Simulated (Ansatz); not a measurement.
# C₄H₃N: a ladder of functionals and wavefunction methods

The task here is to estimate one member of a computed series from the others.

Program: Ansatz 0.2.0, Gaussian basis. Level of theory: functionals in def2-TZVPP, the program's frozen cores in correlated methods. These are calculated values, not measurements.

The runs, in order: LDA (SPW92), PBE-D4, revPBE-D4, BLYP-D4, r2SCAN-D4, B97M-V, PBE0-D4, B3LYP-D4, r2SCANh-D4, r2SCAN0-D4, HSE06-D4, BHLYP-D4, CAM-B3LYP-D4, LC-ωPBE, ωB97X-V, ωB97M-V, B2PLYP, PBE-QIDH; CCSD(T)/def2-SVP; CCSD(T)/def2-TZVPP; CCSD(T)/def2-QZVPP; extrapolation to the limit; RPA on PBE.

**The geometry**

The geometry comes from an earlier relaxation with PBE0-D4 in a triple-zeta def2 set; it is a stationary point, not always the lowest conformer.

SMILES `C#CCC#N`, 8 atoms, charge 0, spin multiplicity 1.

Atoms are counted from 1 here; the program's logs count them from 0.

Bond lengths: C1–C2 1.197 Å, C1–H6 1.065 Å, C2–C3 1.455 Å, C3–C4 1.460 Å, C3–H7 1.095 Å, C3–H8 1.095 Å, C4–N5 1.148 Å. Angles: C2–C1–H6 179.7°, C1–C2–C3 179.4°, C2–C3–C4 113.0°, C2–C3–H7 110.2°, C2–C3–H8 110.2°, C4–C3–H7 108.3°, C4–C3–H8 108.3°, H7–C3–H8 106.7°, C3–C4–N5 179.0°.

As a file:

```
C    -0.6632    1.8692    0.1335
C    -0.2301    0.7583    0.2407
C     0.2982   -0.5899    0.3849
C     0.3471   -1.3208   -0.8782
N     0.3932   -1.9115   -1.8615
H    -1.0490    2.8564    0.0333
H    -0.3144   -1.1624    1.0896
H     1.3104   -0.5565    0.8019
```

The first run:

Input file in.yaml:

```yaml
crystal:
  periodic: [false, false, false]
  atoms:
    - {symbol: C, position_ang: [-0.663170, 1.869212, 0.133493]}
    - {symbol: C, position_ang: [-0.230053, 0.758319, 0.240740]}
    - {symbol: C, position_ang: [0.298183, -0.589945, 0.384897]}
    - {symbol: C, position_ang: [0.347063, -1.320757, -0.878153]}
    - {symbol: N, position_ang: [0.393245, -1.911498, -1.861546]}
    - {symbol: H, position_ang: [-1.049015, 2.856445, 0.033343]}
    - {symbol: H, position_ang: [-0.314431, -1.162367, 1.089561]}
    - {symbol: H, position_ang: [1.310377, -0.556510, 0.801866]}
basis:
  gaussian: {orbitals: def2-TZVPP}
hamiltonian: {xc: lda}
output: {orbitals: {seedname: orbitals}}
```

Command:

```bash
$ ansatz run in.yaml --threads 2 --pin off --events-out ev --progress --plain --max-ram 32768MiB --backend cpu
```

Among the steps run: LDA; PBE-D4 (GGA); revPBE-D4 (GGA); BLYP-D4 (GGA); r2SCAN-D4 (meta-GGA); B97M-V (meta-GGA); B3LYP-D4 (hybrid); r2SCANh-D4 (hybrid); r2SCAN0-D4 (hybrid); HSE06-D4 (hybrid); BHLYP-D4 (hybrid); CAM-B3LYP-D4 (range-separated); LC-ωPBE (range-separated); ωB97X-V (range-separated); ωB97M-V (range-separated); B2PLYP (double hybrid); PBE-QIDH (double hybrid).

One of the session's tables, all rows but one given; the rest of the session is left out.

It belongs to the step «Frontier levels by functional». 

```
  functional  HOMO (eV)  gap (eV)
 LDA (SPW92)          ?         ?
      PBE-D4      -7.28      6.34
   revPBE-D4      -7.22      6.36
     BLYP-D4      -7.13      6.30
   r2SCAN-D4      -7.52      6.85
      B97M-V      -7.49      6.91
     PBE0-D4      -8.54      8.63
    B3LYP-D4      -8.29      8.13
  r2SCANh-D4      -7.99      7.70
  r2SCAN0-D4      -8.70      8.97
    HSE06-D4      -8.13      7.84
    BHLYP-D4      -9.63     10.72
CAM-B3LYP-D4      -9.92     11.10
     LC-ωPBE     -11.36     13.79
     ωB97X-V     -10.93     13.24
     ωB97M-V     -10.81     12.83
```

Q: Estimate the row for LDA (SPW92) from the others.

The run gave: HOMO (eV): -7.46; gap (eV): 6.28. In the column «HOMO (eV)» it lies between B97M-V (-7.49) and PBE-D4 (-7.28).
